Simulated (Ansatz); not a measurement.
# BClH4N with multiplicity 2: a relaxation

Wanted: the relaxed geometry, from a rough start. Meant to form: Cl2–N5; to break: B1–Cl2. The start is a guess near the saddle point, from which both ends are pulled out.

Program: Ansatz 0.2.0. Level of theory: UKS PBE0/6-31G*. These are calculated values, not measurements.

## Step 1: The starting structure

Bond lengths: B1–Cl2 2.110 Å, B1–H3 1.190 Å, B1–H4 1.190 Å, Cl2–N5 2.030 Å, N5–H6 1.060 Å, N5–H7 1.060 Å. Angles: B1–Cl2–N5 180.0°, Cl2–B1–H3 120.0°, Cl2–B1–H4 120.0°, H3–B1–H4 120.0°, Cl2–N5–H6 120.0°, Cl2–N5–H7 120.0°, H6–N5–H7 120.0°.

As a file:

```xyz
7

B     0.0000    0.0000    0.0000
Cl    0.0000    0.0000    2.1100
H     1.0305    0.0000   -0.5950
H    -1.0305    0.0000   -0.5950
N     0.0000    0.0000    4.1400
H    -0.4960   -0.7725    4.6700
H     0.4960    0.7725    4.6700
```

## Step 2: Pulling towards end A

Springs on the bonds that form and break draw the guess towards this end; the thresholds are loose.

Contents of input.yaml:

```yaml
crystal:
  periodic: [false, false, false]
  atoms:
    - { symbol: B, position_ang: [0.0, 0.0, 0.0] }
    - { symbol: Cl, position_ang: [0.0, 0.0, 2.11] }
    - { symbol: H, position_ang: [1.0305, 0.0, -0.595] }
    - { symbol: H, position_ang: [-1.0305, 0.0, -0.595] }
    - { symbol: "N", position_ang: [0.0, 0.0, 4.14] }
    - { symbol: H, position_ang: [-0.496, -0.7725, 4.67] }
    - { symbol: H, position_ang: [0.496, 0.7725, 4.67] }
magnetization:
  spin_polarized: true
  initial_magnetization: 1
basis:
  gaussian: { orbitals: "6-31G*" }
hamiltonian:
  xc: pbe0
relax:
  f_tol: 0.15
  max_steps: 25
  restrain:
    - { distance: [1, 4], at: 2.93, k: 30.0 }
    - { distance: [0, 1], at: 1.86, k: 30.0 }
```

The run is started by

```bash
$ ansatz run input.yaml --threads 1 --pin off --max-ram 2048MiB --backend cpu --events-out ev --progress --plain --runs-dir out
```

What it wrote, cut to the lines that bear on the results:

```text
Warning: RAYON_NUM_THREADS=1 ignored (pool sized by the plan → 1); use --threads N
[...]
Functional definition: PBE0
[...]
647 factors; integrals over basis functions are off by at most 5.1e-4 eV
[...]
mean field -14742.13353982 eV, -541.7634150112 hartree, gradient 1.4e-5 eV, S^2 0.755477; 2 other end points of the search recorded, 0 dependent functions left out
[...]
reference -14742.13355976 eV, -541.7634157442 hartree; 17, 16 occupied and 40, 41 virtual orbitals, 647 factors
relax step   1: F+E_penalty+E_count = -14742.13353982 eV  Δ(F+E_penalty+E_count) = +0.000e0 eV  max|allowed force component| = 7.119e0 eV/Å  E_restraint = 13.08750000 eV  max|allowed force component, restraints' pulls added| = 4.162e1 eV/Å  Δτ_max = 0.0000 Å  (106 SCF iters, accepted)
[...]
relax step   3: F+E_penalty+E_count = -14743.95598481 eV  Δ(F+E_penalty+E_count) = -4.209e-1 eV  max|allowed force component| = 3.260e0 eV/Å  E_restraint = 1.20656893 eV  max|allowed force component, restraints' pulls added| = 5.281e0 eV/Å  Δτ_max = 0.1948 Å  (32 SCF iters, accepted)
[...]
relax step   5: F+E_penalty+E_count = -14744.66501947 eV  Δ(F+E_penalty+E_count) = -1.386e-1 eV  max|allowed force component| = 1.359e0 eV/Å  E_restraint = 0.19646024 eV  max|allowed force component, restraints' pulls added| = 2.494e0 eV/Å  Δτ_max = 0.1838 Å  (38 SCF iters, accepted)
[...]
relax step   7: F+E_penalty+E_count = -14744.51533115 eV  Δ(F+E_penalty+E_count) = +1.720e-1 eV  max|allowed force component| = 1.980e0 eV/Å  E_restraint = 0.04758396 eV  max|allowed force component, restraints' pulls added| = 2.157e0 eV/Å  Δτ_max = 0.1954 Å  (37 SCF iters, rejected (line search))
[...]
relax step   9: F+E_penalty+E_count = -14744.70076724 eV  Δ(F+E_penalty+E_count) = -4.885e-3 eV  max|allowed force component| = 1.597e0 eV/Å  E_restraint = 0.03507858 eV  max|allowed force component, restraints' pulls added| = 8.894e-2 eV/Å  Δτ_max = 0.1000 Å  (34 SCF iters, accepted)
[...]
relax step  10: F+E_penalty+E_count = -14744.67831444 eV  Δ(F+E_penalty+E_count) = +2.245e-2 eV  max|allowed force component| = 1.670e0 eV/Å  E_restraint = 0.02790369 eV  max|allowed force component, restraints' pulls added| = 1.084e0 eV/Å  Δτ_max = 0.1449 Å  (34 SCF iters, rejected (line search))
[...]
relax step  11: F+E_penalty+E_count = -14744.70506673 eV  Δ(F+E_penalty+E_count) = -4.299e-3 eV  max|allowed force component| = 1.573e0 eV/Å  E_restraint = 0.03581598 eV  max|allowed force component, restraints' pulls added| = 2.509e-1 eV/Å  Δτ_max = 0.0710 Å  (33 SCF iters, accepted)
  distance Cl 1 - N 4 = 2.9364 Å
  distance B 0 - Cl 1 = 1.8116 Å
```

## Step 3: More of the same log: pulled along the bonds that form and break, towards end A

The log, continued:

```text
these checks for a lower state are left out or cut short: starts, cluster_reference, orbital_swaps, neighbouring_geometries, increment
647 factors; integrals over basis functions are off by at most 5.2e-4 eV
mean field -14744.70857036 eV, -541.8580456384 hartree, gradient 2.3e-5 eV, S^2 0.753214; 0 other end points of the search recorded, 0 dependent functions left out
the calculation of the forces begins
reference -14744.70858967 eV, -541.8580463480 hartree; 17, 16 occupied and 40, 41 virtual orbitals, 647 factors
relax step  12: F+E_penalty+E_count = -14744.70857036 eV  Δ(F+E_penalty+E_count) = -3.504e-3 eV  max|allowed force component| = 1.581e0 eV/Å  E_restraint = 0.03464854 eV  max|allowed force component, restraints' pulls added| = 1.504e-1 eV/Å  Δτ_max = 0.0750 Å  (33 SCF iters, accepted)
  distance Cl 1 - N 4 = 2.9359 Å
  distance B 0 - Cl 1 = 1.8123 Å
these checks for a lower state are left out or cut short: starts, cluster_reference, orbital_swaps, neighbouring_geometries, increment
647 factors; integrals over basis functions are off by at most 5.3e-4 eV
mean field -14744.70441023 eV, -541.8578927562 hartree, gradient 1.7e-5 eV, S^2 0.753177; 0 other end points of the search recorded, 0 dependent functions left out
the calculation of the forces begins
reference -14744.70442970 eV, -541.8578934717 hartree; 17, 16 occupied and 40, 41 virtual orbitals, 647 factors
relax step  13: F+E_penalty+E_count = -14744.70441023 eV  Δ(F+E_penalty+E_count) = +4.160e-3 eV  max|allowed force component| = 1.641e0 eV/Å  E_restraint = 0.02961062 eV  max|allowed force component, restraints' pulls added| = 2.612e-1 eV/Å  Δτ_max = 0.1107 Å  (33 SCF iters, accepted)
  distance Cl 1 - N 4 = 2.9384 Å
  distance B 0 - Cl 1 = 1.8164 Å
these checks for a lower state are left out or cut short: starts, cluster_reference, orbital_swaps, neighbouring_geometries, increment
647 factors; integrals over basis functions are off by at most 5.3e-4 eV
mean field evaluation 128: about -14744.6006 eV, gradient 2.9e0 eV
mean field -14744.72038993 eV, -541.8584799996 hartree, gradient 1.4e-5 eV, S^2 0.753195; 0 other end points of the search recorded, 0 dependent functions left out
the calculation of the forces begins
reference -14744.72040933 eV, -541.8584807123 hartree; 17, 16 occupied and 40, 41 virtual orbitals, 647 factors
relax step  14: F+E_penalty+E_count = -14744.72038993 eV  Δ(F+E_penalty+E_count) = -1.598e-2 eV  max|allowed force component| = 1.546e0 eV/Å  E_restraint = 0.03486722 eV  max|allowed force component, restraints' pulls added| = 1.735e-2 eV/Å  Δτ_max = 0.1687 Å  (33 SCF iters, accepted)
  distance Cl 1 - N 4 = 2.9351 Å
  distance B 0 - Cl 1 = 1.8121 Å
these checks for a lower state are left out or cut short: starts, cluster_reference, orbital_swaps, neighbouring_geometries, increment
647 factors; integrals over basis functions are off by at most 5.3e-4 eV
mean field -14744.70638107 eV, -541.8579651832 hartree, gradient 1.8e-5 eV, S^2 0.753234; 0 other end points of the search recorded, 0 dependent functions left out
the calculation of the forces begins
reference -14744.70640058 eV, -541.8579659004 hartree; 17, 16 occupied and 40, 41 virtual orbitals, 647 factors
relax step  15: F+E_penalty+E_count = -14744.70638107 eV  Δ(F+E_penalty+E_count) = +1.401e-2 eV  max|allowed force component| = 1.692e0 eV/Å  E_restraint = 0.02296619 eV  max|allowed force component, restraints' pulls added| = 5.004e-1 eV/Å  Δτ_max = 0.1951 Å  (33 SCF iters, rejected (line search))
  distance Cl 1 - N 4 = 2.9441 Å
  distance B 0 - Cl 1 = 1.8235 Å
these checks for a lower state are left out or cut short: starts, cluster_reference, orbital_swaps, neighbouring_geometries, increment
647 factors; integrals over basis functions are off by at most 5.3e-4 eV
mean field -14744.71821949 eV, -541.8584002374 hartree, gradient 2.6e-5 eV, S^2 0.753202; 0 other end points of the search recorded, 0 dependent functions left out
the calculation of the forces begins
reference -14744.71823894 eV, -541.8584009519 hartree; 17, 16 occupied and 40, 41 virtual orbitals, 647 factors
relax step  16: F+E_penalty+E_count = -14744.71821949 eV  Δ(F+E_penalty+E_count) = +2.170e-3 eV  max|allowed force component| = 1.584e0 eV/Å  E_restraint = 0.03015399 eV  max|allowed force component, restraints' pulls added| = 1.843e-1 eV/Å  Δτ_max = 0.0971 Å  (32 SCF iters, accepted)
  distance Cl 1 - N 4 = 2.9331 Å
  distance B 0 - Cl 1 = 1.8153 Å
these checks for a lower state are left out or cut short: starts, cluster_reference, orbital_swaps, neighbouring_geometries, increment
647 factors; integrals over basis functions are off by at most 5.3e-4 eV
mean field -14744.71541822 eV, -541.8582972925 hartree, gradient 2.5e-5 eV, S^2 0.753208; 0 other end points of the search recorded, 0 dependent functions left out
the calculation of the forces begins
reference -14744.71543771 eV, -541.8582980087 hartree; 17, 16 occupied and 40, 41 virtual orbitals, 647 factors
relax step  17: F+E_penalty+E_count = -14744.71541822 eV  Δ(F+E_penalty+E_count) = +2.801e-3 eV  max|allowed force component| = 1.617e0 eV/Å  E_restraint = 0.02657643 eV  max|allowed force component, restraints' pulls added| = 2.546e-1 eV/Å  Δτ_max = 0.0736 Å  (33 SCF iters, accepted)
  distance Cl 1 - N 4 = 2.9360 Å
  distance B 0 - Cl 1 = 1.8183 Å
these checks for a lower state are left out or cut short: starts, cluster_reference, orbital_swaps, neighbouring_geometries, increment
647 factors; integrals over basis functions are off by at most 5.3e-4 eV
mean field evaluation 160: about -14744.7163 eV, gradient 7.9e-5 eV
mean field -14744.71633407 eV, -541.8583309495 hartree, gradient 7.9e-5 eV, S^2 0.753219; 0 other end points of the search recorded, 0 dependent functions left out
the calculation of the forces begins
reference -14744.71635352 eV, -541.8583316641 hartree; 17, 16 occupied and 40, 41 virtual orbitals, 647 factors
relax step  18: F+E_penalty+E_count = -14744.71633407 eV  Δ(F+E_penalty+E_count) = -9.159e-4 eV  max|allowed force component| = 1.590e0 eV/Å  E_restraint = 0.02797341 eV  max|allowed force component, restraints' pulls added| = 2.521e-1 eV/Å  Δτ_max = 0.0376 Å  (30 SCF iters, rejected (line search))
  distance Cl 1 - N 4 = 2.9333 Å
  distance B 0 - Cl 1 = 1.8169 Å
these checks for a lower state are left out or cut short: starts, cluster_reference, orbital_swaps, neighbouring_geometries, increment
647 factors; integrals over basis functions are off by at most 5.3e-4 eV
mean field -14744.72375161 eV, -541.8586035390 hartree, gradient 1.3e-5 eV, S^2 0.753207; 0 other end points of the search recorded, 0 dependent functions left out
the calculation of the forces begins
reference -14744.72377109 eV, -541.8586042550 hartree; 17, 16 occupied and 40, 41 virtual orbitals, 647 factors
relax step  19: F+E_penalty+E_count = -14744.72375161 eV  Δ(F+E_penalty+E_count) = -8.333e-3 eV  max|allowed force component| = 1.520e0 eV/Å  E_restraint = 0.03357600 eV  max|allowed force component, restraints' pulls added| = 9.764e-2 eV/Å  Δτ_max = 0.0187 Å  (29 SCF iters, accepted)
  distance Cl 1 - N 4 = 2.9319 Å
  distance B 0 - Cl 1 = 1.8127 Å
647 factors; integrals over basis functions are off by at most 5.3e-4 eV
mean field -14744.72375161 eV, -541.8586035390 hartree, gradient 1.3e-5 eV, S^2 0.753207; 1 other end points of the search recorded, 0 dependent functions left out
the calculation of the forces begins
reference -14744.72377109 eV, -541.8586042550 hartree; 17, 16 occupied and 40, 41 virtual orbitals, 647 factors
Total energy: -14744.72377109 eV, -541.8586042550 hartree
Atom 0 at    -0.012151    -0.007895    -0.041190 Å, force    -0.376872     0.201046     1.420570 eV/Å
Atom 1 at    -0.460909     0.200473     1.702708 Å, force     0.351159    -0.170503    -1.519833 eV/Å
Atom 2 at     1.146595    -0.013459    -0.312438 Å, force     0.021698    -0.014564     0.000902 eV/Å
Atom 3 at    -0.906493    -0.117956    -0.818059 Å, force    -0.007372    -0.014754    -0.020453 eV/Å
Atom 4 at    -0.299097     0.190235     4.630154 Å, force     0.050368    -0.046751     0.123667 eV/Å
Atom 5 at    -0.124015    -0.826115     4.660622 Å, force    -0.014740     0.044730    -0.004593 eV/Å
Atom 6 at     0.656071     0.574718     4.578202 Å, force    -0.024241     0.000796    -0.000260 eV/Å
Dipole moment:     0.411960    -0.225989    -0.200723 e Å
```

Run time: 52 s. Hardware: 1 thread of Arm Neoverse V2, shared host; peak memory 0.14 GiB.

Step by step:

```csv
step,energy from step 1 (eV),largest force component (eV/Å)
1,0.0000,7.1194
2,-1.4015,4.5444
3,-1.8224,3.2598
4,-2.3929,2.1752
5,-2.5315,1.3588
6,-2.5538,1.4800
7x,-2.3818,1.9801
8,-2.5623,1.5506
9,-2.5672,1.5966
10x,-2.5448,1.6695
11,-2.5715,1.5728
12,-2.5750,1.5809
13,-2.5709,1.6407
14,-2.5868,1.5463
15x,-2.5728,1.6924
16,-2.5847,1.5840
17,-2.5819,1.6175
18x,-2.5828,1.5902
19,-2.5902,1.5198
```

Step 1 is the start. 4 steps were tried and not accepted (marked x). Energies and forces in the table leave out the springs, which the log lists apart; the run stops on the force with the springs' pull added.

After: Bond lengths: B1–Cl2 1.813 Å, B1–H3 1.190 Å, B1–H4 1.190 Å, N5–H6 1.032 Å, N5–H7 1.031 Å. Angles: Cl2–B1–H3 117.4°, Cl2–B1–H4 116.9°, H3–B1–H4 125.6°, H6–N5–H7 102.2°.

Pairs that crossed the distance rule for bonds on the way: moved apart Cl2–N5.

## Step 4: End point A

It starts where the restrained run ended.

Contents of input.yaml:

```yaml
crystal:
  periodic: [false, false, false]
  atoms:
    - { symbol: B, position_ang: [-0.012151, -0.007895, -0.04119] }
    - { symbol: Cl, position_ang: [-0.460909, 0.200473, 1.702708] }
    - { symbol: H, position_ang: [1.146595, -0.013459, -0.312438] }
    - { symbol: H, position_ang: [-0.906493, -0.117956, -0.818059] }
    - { symbol: "N", position_ang: [-0.299097, 0.190235, 4.630154] }
    - { symbol: H, position_ang: [-0.124015, -0.826115, 4.660622] }
    - { symbol: H, position_ang: [0.656071, 0.574718, 4.578202] }
magnetization:
  spin_polarized: true
  initial_magnetization: 1
basis:
  gaussian: { orbitals: "6-31G*" }
hamiltonian:
  xc: pbe0
relax:
  f_tol: 0.03
  max_steps: 50
```

The run is started by

```bash
$ ansatz run input.yaml --threads 1 --pin off --max-ram 2048MiB --backend cpu --events-out ev --progress --plain --runs-dir out
```

What it wrote, cut to the lines that bear on the results:

```text
Warning: RAYON_NUM_THREADS=1 ignored (pool sized by the plan → 1); use --threads N
[...]
Functional definition: PBE0
[...]
648 factors; integrals over basis functions are off by at most 5.2e-4 eV
[...]
mean field -14744.72376390 eV, -541.8586039907 hartree, gradient 2.1e-5 eV, S^2 0.753207; 0 other end points of the search recorded, 0 dependent functions left out
[...]
reference -14744.72378339 eV, -541.8586047067 hartree; 17, 16 occupied and 40, 41 virtual orbitals, 648 factors
relax step   1: F+E_penalty+E_count = -14744.72376390 eV  Δ(F+E_penalty+E_count) = +0.000e0 eV  max|allowed force component| = 1.520e0 eV/Å  Δτ_max = 0.0000 Å  (31 SCF iters, accepted)
[...]
relax step   5: F+E_penalty+E_count = -14744.79694594 eV  Δ(F+E_penalty+E_count) = -7.998e-4 eV  max|allowed force component| = 5.893e-2 eV/Å  Δτ_max = 0.0382 Å  (32 SCF iters, accepted)
[...]
mean field -14744.79904020 eV, -541.8613703438 hartree, gradient 8.9e-6 eV, S^2 0.753162; 1 other end points of the search recorded, 0 dependent functions left out
[...]
reference -14744.79905995 eV, -541.8613710694 hartree; 17, 16 occupied and 40, 41 virtual orbitals, 648 factors
Total energy: -14744.79905995 eV, -541.8613710694 hartree
Atom 0 at    -0.036950    -0.003504    -0.056316 Å, force     0.000038    -0.000120     0.000234 eV/Å
Atom 1 at    -0.675724     0.220336     1.547099 Å, force    -0.000527    -0.000687    -0.000215 eV/Å
Atom 2 at     1.143494    -0.120681    -0.181015 Å, force    -0.000374    -0.001137     0.000424 eV/Å
Atom 3 at    -0.805547    -0.031350    -0.967295 Å, force     0.000469     0.001372    -0.000178 eV/Å
Atom 4 at    -0.240036     0.154604     4.833586 Å, force     0.000725    -0.000975    -0.000191 eV/Å
Atom 5 at    -0.008030    -0.841340     4.705033 Å, force     0.000535     0.000353    -0.000226 eV/Å
Atom 6 at     0.622794     0.621937     4.518907 Å, force    -0.000866     0.001193     0.000152 eV/Å
Dipole moment:     0.406794    -0.189557    -0.284691 e Å
```

Run time: 40 s. Hardware: 1 thread of Arm Neoverse V2, shared host; peak memory 0.14 GiB.

Relaxation path:

```
step  energy from step 1 (eV)  largest force component (eV/Å)
   1                   0.0000                          1.5200
   2                  -0.0427                          0.8337
  3x                  -0.0376                          0.8165
   4                  -0.0724                          0.0904
   5                  -0.0732                          0.0589
   6                  -0.0741                          0.0071
   7                  -0.0742                          0.0764
   8                  -0.0744                          0.0726
   9                  -0.0748                          0.0023
 10x                  -0.0747                          0.0840
 11x                  -0.0747                          0.0560
  12                  -0.0748                          0.0102
 13x                  -0.0746                          0.1440
  14                  -0.0751                          0.0384
  15                  -0.0751                          0.0726
  16                  -0.0751                          0.0553
  17                  -0.0753                          0.0014
```

Step 1 is the start. 4 steps were tried and not accepted (marked x).

After: Bond lengths: B1–Cl2 1.740 Å, B1–H3 1.193 Å, B1–H4 1.192 Å, N5–H6 1.031 Å, N5–H7 1.030 Å. Angles: Cl2–B1–H3 118.2°, Cl2–B1–H4 118.1°, H3–B1–H4 123.8°, H6–N5–H7 102.2°.

## Step 5: Summary of results

| quantity | value |
| --- | --- |
| end A | 12 moves, 0.075 eV lower |

What this shows: The relaxation gains 0.08 eV in 12 moves, with Cl2 moving most (0.27 Å); the start's largest force component was 1.5 eV/Å.
